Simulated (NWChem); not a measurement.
Molecule: silicon monoxide (SiO, singlet); SMILES O=[Si]

All runs: NWChem. Low-valent species are run as closed-shell singlets; no triplet was tried in these runs. Each level has its own optimisation. Computed dipoles belong to the equilibrium geometry; the measured one is vibrationally averaged.

Measured dipole moment: 3.10 D (NIST CCCBDB, as tabulated in the package chemicals).

```
level                     dipole moment (D)  computed − measured
------------------------  -----------------  -------------------
Hartree-Fock/3-21G                      [?]                  [?]
Hartree-Fock/pcseg-1                   3.52                +0.42
Hartree-Fock/aug-pcseg-1               3.60                +0.50
Hartree-Fock/pcseg-2                   3.59                +0.49
Hartree-Fock/def2-TZVPP                 [?]                  [?]
```

**Question.** Some entries are withheld; supply them.

**Answer.** 
- Hartree-Fock/3-21G, dipole moment (D): 2.97
- Hartree-Fock/3-21G, computed − measured: -0.13
- Hartree-Fock/def2-TZVPP, dipole moment (D): 3.51
- Hartree-Fock/def2-TZVPP, computed − measured: +0.41
